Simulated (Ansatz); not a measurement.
Rock-salt MgO: PBE at its full settings (plane-wave cutoff 520 eV, 14×14×14 k mesh, Fermi–Dirac smearing 0.01 eV, scalar-relativistic PAW data made under PBE) and at cheaper ones, in a cell of 2 atoms with Γ-centred meshes.

```json
[
 {"level and setting": "PBE (Ansatz)", "equilibrium lattice constant a (Å)": "4.254", "bulk modulus B0 (GPa)": "149"},
 {"level and setting": "PBE (2×2×2 k mesh) (Ansatz)", "equilibrium lattice constant a (Å)": "4.295", "bulk modulus B0 (GPa)": "142"},
 {"level and setting": "PBE (4×4×4 k mesh) (Ansatz)", "equilibrium lattice constant a (Å)": "4.254", "bulk modulus B0 (GPa)": "149"},
 {"level and setting": "PBE (6×6×6 k mesh) (Ansatz)", "equilibrium lattice constant a (Å)": "4.254", "bulk modulus B0 (GPa)": "149"},
 {"level and setting": "PBE (Fermi-Dirac smearing of 0.3 eV) (Ansatz)", "equilibrium lattice constant a (Å)": "4.254", "bulk modulus B0 (GPa)": "149"}
]
```

Largest shifts from the full settings: lattice constant a +0.96 % (PBE (2×2×2 k mesh)), against a difference of +1.55 % of the full result from the reference 4.189 Å (measured, static lattice: zero-point anharmonic expansion removed; as tabulated in Mejia-Rodriguez and Trickey (2018), arXiv:1807.09216); bulk modulus -4.7 % (PBE (2×2×2 k mesh)), against a difference of -12.4 % of the full result from the reference 170 GPa (measured, 0 K value with the zero-point phonon effect removed; as tabulated in Mejia-Rodriguez and Trickey (2018), arXiv:1807.09216).

The full settings aren't shown to be converged themselves.

Ansatz's density-functional and Hartree–Fock values are scalar-relativistic unless marked +SOC, with PAW data made under PBE.

Run with cheap settings on purpose, which may leave them unconverged: PBE (2×2×2 k mesh), PBE (4×4×4 k mesh), PBE (6×6×6 k mesh), PBE (Fermi-Dirac smearing of 0.3 eV).

Ansatz is a quantum-chemistry and plane-wave program.
